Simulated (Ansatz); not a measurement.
Relaxation of AlH3O2 (6 atoms, charge 0, multiplicity 1), to a largest force component of 0.02 eV/Å in at most 50 steps.

All numbers below come from RKS PBE-D4/def2-SVP (Ansatz 0.2.0).

```xyz
6
Properties=species:S:1:pos:R:3
O -1.236 -0.878 -0.694
Al 0.163 0.202 -0.278
O 0.757 0.244 1.435
H -1.989 -0.226 -0.572
H 0.423 1.126 1.736
H 1.456 -0.473 1.486
```

Task: Where does it end, and by what steps?

Result: It converged. After 21 steps the energy has fallen by 1.917 eV; H5 moved furthest, 1.31 Å.

| step | energy less start (eV) | largest force component (eV/Å) | accepted |
| --- | --- | --- | --- |
| 0 | 0.0000 | 2.977 | yes |
| 1 | -0.4807 | 1.906 | yes |
| 2 | -1.0876 | 1.901 | yes |
| 3 | -1.4797 | 1.218 | yes |
| 4 | -1.5427 | 0.744 | yes |
| 5 | -1.5375 | 2.027 | no |
| 6 | -1.5881 | 0.465 | yes |
| 7 | -1.6256 | 0.233 | yes |
| 8 | -1.6532 | 0.261 | yes |
| 9 | -1.6156 | 1.469 | no |
| 10 | -1.6760 | 0.298 | yes |
| 11 | -1.7010 | 0.444 | yes |
| 12 | -1.7297 | 0.807 | yes |
| 13 | -1.7565 | 1.267 | yes |
| 14 | -1.8122 | 1.017 | yes |
| 15 | -1.8593 | 0.616 | yes |
| 16 | -1.8769 | 0.578 | yes |
| 17 | -1.9049 | 0.303 | yes |
| 18 | -1.9113 | 0.100 | yes |
| 19 | -1.9158 | 0.073 | yes |
| 20 | -1.9167 | 0.104 | yes |
| 21 | -1.9169 | 0.015 | yes |

```xyz
6
Properties=species:S:1:pos:R:3
O -0.816 -0.595 -0.150
Al -0.482 1.167 -0.279
O 0.550 0.494 1.523
H -1.420 -1.122 -0.699
H 1.527 0.462 1.476
H 0.216 -0.410 1.243
```

Time of the run: 35 s on 1 CPU thread of a shared host.
